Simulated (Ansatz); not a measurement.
## [SiH3···H···F], doublet: transfer scan

Starting geometry:

```xyz
6

Si   -1.0102    0.0000    0.0000
H    -1.5051    1.3997    0.0000
H    -1.5051   -0.6999    1.2122
H    -1.5051   -0.6999   -1.2122
H     0.4744    0.0000    0.0000
F     1.7078    0.0000    0.0000
```

From there H5 is moved from one fragment to the other while all else, the fragments' distance too, stays fixed; atoms are numbered as listed. Energies are in kJ/mol, counted from the starting geometry at the same level. Kohn–Sham curves are unrestricted where that lies lower.

Basis cc-pVDZ; Ansatz 0.2.0. Correlated methods freeze the noble-gas cores. R marks a restricted (for open shells ROHF) determinant, U an unrestricted one.

In so small a basis the reference is far from its limit while semilocal and hybrid functionals are nearer theirs (RPA and double hybrids share much of the reference's basis error), so the functionals' errors here hold much of the reference's basis and frozen-core error, which can add to them or hide them.

Full CI isn't at hand for all of this; UCCSDT(Q) serves as the reference, and is uncertain by about the last step of the cluster series.

```
distance Si1-H5 (Å)  UCCSDT(Q)    PBE  r2SCAN   PBE0  B3LYP  CAM-B3LYP  wB97M-V  B2PLYP  RPA-PBE
              1.485        0.0    0.0     0.0    0.0    0.0        0.0      0.0     0.0      0.0
              1.532      -15.6  -15.4   -14.9  -15.0  -13.6      -14.2    -14.3   -15.0    -12.8
              1.627      -47.7  -41.5   -41.9  -43.0  -38.7      -41.1    -41.9   -44.2    -38.0
              1.723      -76.0  -58.3   -61.9  -65.1  -57.9      -62.5    -64.6   -68.0    -59.5
              1.818      -82.4  -50.9   -59.2  -65.0  -55.5      -62.0    -65.5   -69.8    -60.9
```

**Question.** Judged by the spread of the error over the points with a reference (largest less smallest), which of these follows UCCSDT(Q) best and which worst?

**Answer.** Subtracting the UCCSDT(Q) column from each: best B2PLYP (errors from 0.0 to 12.6, spread 12.6 kJ/mol), worst PBE (from 0.0 to 31.5, spread 31.5 kJ/mol). Functionals and wave-function methods converge differently with the basis, so part of this is basis effect.
